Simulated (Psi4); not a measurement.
# BHF2 (SMILES FBF): a chain of runs

Wanted: a geometry optimisation (PBE0/STO-3G), then the harmonic vibrations, then a single-point energy (MP2/cc-pVTZ), then the vertical excitations (TD-PBE0/STO-3G) of BHF2. 

The calculation is run with Psi4 1.11.

### Step 1. The structure to begin with

BHF2 has 4 atoms, charge 0, and is taken as a singlet. As SMILES, `FBF`. All atoms were displaced at random from a relaxed shape. The run starts from this shape.

Bond lengths: F1–B2 1.327 Å, B2–F3 1.239 Å, B2–H4 1.254 Å. Angles: F1–B2–F3 121.1°, F1–B2–H4 123.7°, F3–B2–H4 115.1°.

### Step 2. A structure relaxation at PBE0/STO-3G (density fitting) (run 1)

Input file bf2h.dat:

```
memory 1.6 GB

molecule {
  F      2.14080081     1.04019786    -0.80154812
  B     -0.01218117     0.02361969    -0.01309013
  F     -2.07881212     0.91728062    -0.65514159
  H     -0.13135108    -1.81839841     1.47379740
  units au
}

set {
  basis        STO-3G
  reference    rks
  geom_maxiter 60
}

optimize("pbe0")
print_variables()
```

Launch:

```bash
psi4 -i bf2h.dat -o bf2h.out -n 1
```

bf2h.out:

```text
[...]
  Running in c1 symmetry.
[...]
  Nuclear repulsion =   62.803170989443849
[...]
  Multiplicity = 1
[...]
  Nalpha       = 12
  Nbeta        = 12
[...]
    Number of basis functions: 16
[...]
   @DF-RKS iter   1:  -221.79849312252563   -9.00480e-01   1.25796e-02 ADIIS/DIIS
[...]
   @DF-RKS iter   6:  -221.84085882886947   -1.10845e-12   4.20635e-09 DIIS
[...]
    Orbital Energies [Eh]
    ---------------------
    Doubly Occupied:
       1A    -24.503390     2A    -24.503219     3A     -6.646465
       4A     -1.174442     5A     -1.142180     6A     -0.464615
       7A     -0.410336     8A     -0.389195     9A     -0.363940
      10A     -0.270656    11A     -0.262882    12A     -0.242198
[...]
  @DF-RKS Final Energy:  -221.84085882886947
   => Energetics <=
    Nuclear Repulsion Energy =             61.6376101203095601
    One-Electron Energy =                -432.5115100865994577
    Two-Electron Energy =                 168.2576176756172970
    DFT Exchange-Correlation Energy =     -19.2245765381968639
    Empirical Dispersion Energy =           0.0000000000000000
    VV10 Nonlocal Energy =                  0.0000000000000000
    Total Energy =                       -221.8408588288694716
[...]
 Multipole Moments:
 ------------------------------------------------------------------------------------
     Multipole            Electronic (a.u.)      Nuclear  (a.u.)        Total (a.u.)
 ------------------------------------------------------------------------------------
 L = 1.  Multiply by 2.5417464519 to convert [e a0] to [Debye]
 Dipole X            :         -0.0023423            0.0022756           -0.0000667
 Dipole Y            :          1.1819082           -1.1412006            0.0407076
 Dipole Z            :         -0.9285785            0.8966061           -0.0319725
 Magnitude           :                                                    0.0517624
[...]
  -Total Gradient:
     Atom            X                  Y                   Z
    ------   -----------------  -----------------  -----------------
       1        0.000001625893    -0.000087723308     0.000067772963
       2        0.000013547713    -0.000096471729     0.000079120461
       3       -0.000017260875    -0.000077882561     0.000060271863
       4        0.000002905560    -0.000092954228     0.000071728732
[...]
```

On the terminal:

```text
Optimizer: Optimization complete!
```

Wall time 12 s (1 thread of Intel Xeon 6975P-C (Granite Rapids), shared host); peak memory 0.26 GiB.

Steps, from the record of the run:

| step | energy from the first frame kept (eV) | largest force (eV/Å) |
| --- | --- | --- |
| 0 | 0.0000 | 6.1726 |
| 1 | -0.3032 | 0.9562 |
| 2 | -0.2233 | 1.5766 |
| 3 | -0.2872 | 0.8497 |
| 4 | -0.3136 | 0.1628 |
| 5 | -0.3140 | 0.0265 |
| 6 | -0.3140 | 0.0065 |

After the run. Bond lengths: F1–B2 1.319 Å, B2–F3 1.319 Å, B2–H4 1.181 Å. Angles: F1–B2–F3 118.3°, F1–B2–H4 120.9°, F3–B2–H4 120.9°.

### Step 3. Vibrational wavenumbers at PBE0/STO-3G (density fitting) (run 2)

Input file bf2h.py:

```python
import psi4

psi4.set_memory('1600 MB')
psi4.set_num_threads(1)
psi4.set_output_file('run.log', False)

geom = psi4.geometry("""
0 1
F      1.141850     0.518084    -0.403444
B      0.010408    -0.008751     0.024337
F     -1.123152     0.528781    -0.384156
H      0.012262    -0.937708     0.754182
units angstrom
symmetry c1
""")

psi4.set_options({
    'basis': 'STO-3G',
    't': 298.15,
    'rotational_symmetry_number': 2,
})

result = psi4.frequencies("PBE0")
print(f'total energy {result:.8f} hartree = {result * 27.211386:.5f} eV')
for k in ('ZPVE', 'ENTHALPY', 'GIBBS FREE ENERGY'):
    print(f'{k}: {psi4.variable(k):.8f} Eh')
```

Launch:

```bash
python bf2h.py
```

run.log:

```text
[...]
  Running in c1 symmetry.
[...]
  Nuclear repulsion =   61.653492799011794
[...]
  Multiplicity = 1
[...]
  Nalpha       = 12
  Nbeta        = 12
[...]
    Number of basis functions: 16
[...]
   @DF-RKS iter   1:  -221.80849549840059   -9.82323e-01   1.29778e-02 ADIIS/DIIS
[...]
   @DF-RKS iter   8:  -221.84085759422601   -1.52625e-11   6.76576e-09 DIIS
[...]
    Orbital Energies [Eh]
    ---------------------
    Doubly Occupied:
       1A    -24.503372     2A    -24.503201     3A     -6.646430
       4A     -1.174429     5A     -1.142169     6A     -0.464755
       7A     -0.410492     8A     -0.389192     9A     -0.363940
      10A     -0.270641    11A     -0.262869    12A     -0.242264
[...]
  @DF-RKS Final Energy:  -221.84085759422601
   => Energetics <=
    Nuclear Repulsion Energy =             61.6439742933196726
    One-Electron Energy =                -432.5236015624971060
    Two-Electron Energy =                 168.2635863542061259
    DFT Exchange-Correlation Energy =     -19.2248166792547011
    Empirical Dispersion Energy =           0.0000000000000000
    VV10 Nonlocal Energy =                  0.0000000000000000
    Total Energy =                       -221.8408575942260086
[...]
  -Total Gradient:
     Atom            X                  Y                   Z
    ------   -----------------  -----------------  -----------------
       1       -0.000004945056    -0.000156117501     0.000042308247
       2       -0.000015583672    -0.000659427668     0.000763653090
       3        0.000022666732    -0.000164565098     0.000048603173
       4       -0.000001554499     0.000623118753    -0.000577858362
[...]
  ==> Harmonic Vibrational Analysis <==
[...]
  Freq [cm^-1]                 561.1810            943.2731           1231.0323
[...]
  IR activ [km/mol]            11.9199             48.6065              2.5633
[...]
  Freq [cm^-1]                1263.2316           1644.5810           3023.5179
[...]
  IR activ [km/mol]            35.5477             179.4973            25.5477
[...]
  Total E_0, Enthalpy at 0 [K]                                                         -221.82111437 [Eh]
[...]
  Total H, Enthalpy at  298.15 [K]                                                     -221.81707871 [Eh]
[...]
  Total G, Gibbs energy at  298.15 [K]                                                 -221.84479836 [Eh]
[...]
```

The script printed:

```text
Warning: used thermodynamics relations inappropriate for low-frequency modes: ['561.1810']
total energy -221.84085883 hartree = -6036.59724 eV
ZPVE: 0.01974446 Eh
ENTHALPY: -221.81707871 Eh
GIBBS FREE ENERGY: -221.84479836 Eh
```

It took 30 s on 1 thread of Intel Xeon 6975P-C (Granite Rapids), shared host; peak memory 0.25 GiB.

### Step 4. A single-point energy at MP2/cc-pVTZ (density fitting, density fitting for correlation) (run 3)

Input file job.dat:

```
memory 1.6 GB

molecule m {
  0 1
  F      1.141850     0.518084    -0.403444
  B      0.010408    -0.008751     0.024337
  F     -1.123152     0.528781    -0.384156
  H      0.012262    -0.937708     0.754182
}

set basis cc-pVTZ
set reference rhf
set freeze_core true

result = energy('mp2')
print_variables()
```

Launch:

```bash
psi4 job.dat job.out -n 1
```

job.out:

```text
[...]
  Running in c1 symmetry.
[...]
  Nuclear repulsion =   61.637601693092741
[...]
  Multiplicity = 1
[...]
  Nalpha       = 12
  Nbeta        = 12
[...]
    Number of basis functions: 104
[...]
   @DF-RHF iter   1:  -224.30899165386148   -9.08893e-01   3.62917e-03 DIIS/ADIIS
[...]
   @DF-RHF iter   9:  -224.35344969162472   -3.03828e-11   9.95172e-09 DIIS
[...]
    Orbital Energies [Eh]
    ---------------------
    Doubly Occupied:
       1A    -26.321448     2A    -26.321431     3A     -7.719790
       4A     -1.651121     5A     -1.620431     6A     -0.828654
       7A     -0.765875     8A     -0.747772     9A     -0.717140
      10A     -0.664567    11A     -0.658230    12A     -0.561943
[...]
  @DF-RHF Final Energy:  -224.35344969162472
   => Energetics <=
    Nuclear Repulsion Energy =             61.6376016930927406
    One-Electron Energy =                -434.8253008080827158
    Two-Electron Energy =                 148.8342494233652644
    Total Energy =                       -224.3534496916247178
[...]
 Multipole Moments:
 ------------------------------------------------------------------------------------
     Multipole            Electronic (a.u.)      Nuclear  (a.u.)        Total (a.u.)
 ------------------------------------------------------------------------------------
 L = 1.  Multiply by 2.5417464519 to convert [e a0] to [Debye]
 Dipole X            :         -0.0015444            0.0022762            0.0007318
 Dipole Y            :          0.7858574           -1.1412003           -0.3553429
 Dipole Z            :         -0.6173990            0.8966057            0.2792066
 Magnitude           :                                                    0.4519131
[...]
```

Wall time 2.3 s (1 thread of Intel Xeon 6975P-C (Granite Rapids), shared host); peak memory 0.22 GiB.

### Step 5. The vertical excitations at TD-PBE0/STO-3G (density fitting, save jk yes) (run 4)

Input file job.py:

```python
import psi4

psi4.set_memory('1600 MB')
psi4.set_num_threads(1)
psi4.core.set_output_file('run.log', False)

mol = psi4.geometry("""
0 1
F      2.15778378     0.97903687    -0.76239867
B      0.01966827    -0.01653699     0.04599026
F     -2.12244968     0.99925127    -0.72594963
H      0.02317182    -1.77201130     1.42519743
units bohr
""")

psi4.set_options({
    'basis': 'STO-3G',
    'reference': 'rks',
    'save_jk': True,
})

from psi4.driver.procrouting.response.scf_response import tdscf_excitations
e, wfn = psi4.energy("PBE0", return_wfn=True)
states = tdscf_excitations(wfn, states=6, tda=False)
for k, s in enumerate(states, 1):
    print(f"root {k}: {s['EXCITATION ENERGY'] * 27.211386:.4f} eV  f = {s['OSCILLATOR STRENGTH (LEN)']:.4f}  {s['SYMMETRY']}")
print(f'PBE0 energy: {e:.10f} Eh')
```

Launch:

```bash
python job.py
```

run.log:

```text
[...]
  Running in c1 symmetry.
[...]
  Nuclear repulsion =   61.637601657560808
[...]
  Multiplicity = 1
[...]
  Nalpha       = 12
  Nbeta        = 12
[...]
    Number of basis functions: 16
[...]
   @DF-RKS iter   1:  -221.80846129342657   -9.83054e-01   1.29843e-02 ADIIS/DIIS
[...]
   @DF-RKS iter   6:  -221.84085882892361   -1.09085e-09   4.01881e-07 DIIS
[...]
    Orbital Energies [Eh]
    ---------------------
    Doubly Occupied:
       1A    -24.503389     2A    -24.503219     3A     -6.646465
       4A     -1.174441     5A     -1.142179     6A     -0.464615
       7A     -0.410336     8A     -0.389195     9A     -0.363940
      10A     -0.270656    11A     -0.262882    12A     -0.242198
[...]
  @DF-RKS Final Energy:  -221.84085882892361
   => Energetics <=
    Nuclear Repulsion Energy =             61.6376016575608077
    One-Electron Energy =                -432.5114928584258678
    Two-Electron Energy =                 168.2576085979348477
    DFT Exchange-Correlation Energy =     -19.2245762259934239
    Empirical Dispersion Energy =           0.0000000000000000
    VV10 Nonlocal Energy =                  0.0000000000000000
    Total Energy =                       -221.8408588289236150
[...]
 Multipole Moments:
 ------------------------------------------------------------------------------------
     Multipole            Electronic (a.u.)      Nuclear  (a.u.)        Total (a.u.)
 ------------------------------------------------------------------------------------
 L = 1.  Multiply by 2.5417464519 to convert [e a0] to [Debye]
 Dipole X            :         -0.0023262            0.0022762           -0.0000500
 Dipole Y            :          1.1819080           -1.1412003            0.0407077
 Dipole Z            :         -0.9285778            0.8966057           -0.0319721
 Magnitude           :                                                    0.0517623
[...]
**********                               WARNING                                **********
**********       The names of excited state variables changed between 1.5       **********
[...]
                                    Excitation Energy         Total Energy        Oscillator Strength             Rotatory Strength
[...]
Excited State    1 (1 A):   0.29255 au   155.75 nm f = 0.0049
[...]
Excited State    3 (1 A):   0.40139 au   113.51 nm f = 0.1107
[...]
Excited State    4 (1 A):   0.43569 au   104.58 nm f = 0.0000
[...]
Excited State    5 (1 A):   0.45696 au   99.71 nm f = 0.0005
[...]
Excited State    6 (1 A):   0.47978 au   94.97 nm f = 0.0415
[...]
```

The script printed:

```text
root 1: 7.9606 eV  f = 0.0049  A
root 2: 8.3894 eV  f = 0.0000  A
root 3: 10.9224 eV  f = 0.1107  A
root 4: 11.8556 eV  f = 0.0000  A
root 5: 12.4346 eV  f = 0.0005  A
root 6: 13.0554 eV  f = 0.0415  A
PBE0 energy: -221.8408588289 Eh
```

It took 5.1 s on 1 thread of Intel Xeon 6975P-C (Granite Rapids), shared host; peak memory 0.24 GiB.

The roots found:

| excited state | energy (eV) | strength | label |
| --- | --- | --- | --- |
| 1 | 7.961 | 0.0049 | A 1 |
| 2 | 8.389 | 0.0000 | A 1 |
| 3 | 10.922 | 0.1107 | A 1 |
| 4 | 11.856 | 0.0000 | A 1 |
| 5 | 12.435 | 0.0005 | A 1 |
| 6 | 13.055 | 0.0415 | A 1 |

### Step 6. Summary of results

| quantity | value |
| --- | --- |
| run 1, PBE0/STO-3G: total energy at the end | -221.84086 Eh |
| run 1, PBE0/STO-3G: dipole moment | 0.13 D |
| run 1, PBE0/STO-3G: HOMO energy | -6.59 eV |
| run 1, PBE0/STO-3G: LUMO energy | 3.76 eV |
| run 1, PBE0/STO-3G: HOMO–LUMO gap | 10.35 eV |
| run 2, PBE0/STO-3G: lowest harmonic wavenumber | 561 cm⁻¹ |
| run 2, PBE0/STO-3G: highest harmonic wavenumber | 3024 cm⁻¹ |
| run 2, PBE0/STO-3G: zero-point energy | 51.8 kJ/mol |
| run 2, PBE0/STO-3G: ideal-gas entropy at 298.15 K (symmetry number 2 as used) | 58.3 cal/(mol K) |
| run 3, MP2/cc-pVTZ: total energy | -224.95414 Eh |
| run 3, MP2/cc-pVTZ: HOMO energy (Hartree–Fock orbitals) | -15.29 eV |
| run 3, MP2/cc-pVTZ: LUMO energy (Hartree–Fock orbitals) | 3.19 eV |
| run 3, MP2/cc-pVTZ: HOMO–LUMO gap (Hartree–Fock orbitals) | 18.48 eV |
| run 3, MP2/cc-pVTZ: correlation energy (3 core orbitals frozen) | -600.7 mEh |
| run 4, TD-PBE0/STO-3G: ground-state or mean-field energy | -221.84086 Eh |
| run 4, TD-PBE0/STO-3G: dipole moment (PBE0 Kohn–Sham density) | 0.13 D |
| run 4, TD-PBE0/STO-3G: HOMO energy (PBE0 Kohn–Sham orbitals) | -6.59 eV |
| run 4, TD-PBE0/STO-3G: LUMO energy (PBE0 Kohn–Sham orbitals) | 3.76 eV |
| run 4, TD-PBE0/STO-3G: HOMO–LUMO gap (PBE0 Kohn–Sham orbitals) | 10.35 eV |
| run 4, TD-PBE0/STO-3G: lowest excitation energy | 7.96 eV |

In words: The optimisation (run 1, PBE0/STO-3G) took 7 steps and changed the energy by -0.314 eV. All 6 modes (run 2, PBE0/STO-3G) are real, so the shape is a minimum at this level. The brightest of the 6 transitions from the ground state lies at 10.92 eV (114 nm, f = 0.111); the lowest, at 7.96 eV, has f = 0.005. Excitation energies in a minimal basis are rough. Roots above 6.6 eV lie over the negative of the HOMO energy, where those of Rydberg kind are poorly described; valence roots are less touched.
